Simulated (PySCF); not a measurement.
Structure with atom numbers: `[F:1][c:2]1[cH:3][n:4][n:5][nH:6]1`. Hydrogens are named by the atom that carries them.

GIAO PBE0/pcSseg-1 shifts (PySCF 2.14.0 with density-fitted response routines, gas phase, non-relativistic, equivalent atoms averaged), each against references optimised in the same way as the molecule (CFCl3, TMS, NH3).

On the GFN2-xTB geometry: F1 -165.5, C2 167.2, C3 116.1, N4 393.7, N5 380.5, N6 237.6, H(N6) 10.79, H(C3) 7.35 ppm.

**Question.** What changes on the PBE0-D3(BJ)/def2-SVP geometry?

**Answer.** 
```
atoms  δ (ppm)  change
   F1   -163.2    +2.3
   C2    162.0    -5.2
   C3    116.1    +0.0
   N4    404.6   +10.9
   N5    380.9    +0.4
   N6    236.3    -1.3
H(N6)    10.29   -0.50
H(C3)     7.30   -0.05
```

Unscaled 19F shifts against computed CFCl3 carry errors that often reach 10 to 50 ppm.

Bonds between heavy atoms that differ most (equivalent bonds averaged): N4–N5 1.271 → 1.288 Å, F1–C2 1.324 → 1.309 Å, C3–N4 1.349 → 1.359 Å, N6–C2 1.353 → 1.347 Å, N5–N6 1.334 → 1.338 Å. Mean change of bonds to hydrogen: C–H +0.018 Å, N–H +0.005 Å.
